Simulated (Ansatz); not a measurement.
This Ansatz (a program for electronic structure) input (CCSD(T)/cc-pVTZ) gives -75.63769 Eh with 44 basis functions. A basis named .json is the Basis Set Exchange file of that set (core-valence sets with the plain set on hydrogen).

Ansatz 0.2 input:
```yaml
crystal:
  periodic: [false, false, false]
  atoms:
    - {symbol: O, position_ang: [-0.00000000, -0.00000000, -0.10852476]}
    - {symbol: H, position_ang: [0.00000000, 0.00000000, 0.86819804]}
basis:
  gaussian:
    orbitals: cc-pVTZ
magnetization: {spin_polarized: true, initial_magnetization: 1}
correlation: {method: ccsd_t, electrons: outside_noble_gas}
```

Change:
```diff
- orbitals: cc-pVTZ
+ orbitals: 6-311++G_3df_3pd_.json
```

Problem. What does the run give now?

Solution. -75.63982 Eh (CCSD(T)/6-311++G(3df,3pd), 57 functions), a change of -2.13 mEh.
